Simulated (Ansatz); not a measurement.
Worked example: correlation energy of [SiH$_{3}$···H···F], doublet

Geometry: a point of a hydrogen-transfer path between rigid fragments, not a stationary point.

```
atom    x (Å)    y (Å)    z (Å)
  Si  -1.1441   0.0000   0.0000
   H  -1.6390   1.3997   0.0000
   H  -1.6390  -0.6999   1.2122
   H  -1.6390  -0.6999  -1.2122
   H   0.8179   0.0000   0.0000
   F   1.9089   0.0000   0.0000
```

Basis cc-pVDZ; Ansatz 0.2.0. Correlated methods freeze the noble-gas cores, which leaves 15 electrons in 46 orbitals. Prefix R: restricted or restricted open-shell reference; prefix U: unrestricted.

Full CI isn't at hand for all of this; UCCSDT(Q) serves as the reference, and is uncertain by about the last step of the cluster series.

Runs differ by some tens of microhartree through their thresholds and, for an open shell, their frozen cores, so steps under 0.03 kcal/mol mean nothing.

```tsv
level	total energy (hartree)
UHF	-390.612241
UMP2	-390.917796
UCCSD	-390.949709
UCCSD(T)	-390.954981
UCCSDT	-390.955825
UCCSDT(Q)	-390.956427
```

Problem. What is the correlation energy at UCCSDT(Q), and what share of it do UMP2 and UCCSDT recover?

Solution. E(corr) = -390.956427 − (-390.612241) = -0.344186 hartree = -9.366 eV. UMP2: -0.305555 / -0.344186 = 88.78 %. UCCSDT: -0.343584 / -0.344186 = 99.83 %.

Problem. By how many kcal/mol does UCCSD(T) miss UCCSDT(Q) (1 hartree = 627.509 kcal/mol), and which steps make up the rest?

Solution. -390.954981 − (-390.956427) = 0.001446 hartree = 0.91 kcal/mol. Steps: UCCSDT − UCCSD(T) = -0.53, UCCSDT(Q) − UCCSDT = -0.38 kcal/mol. Differences between like states or geometries often cancel part of this.
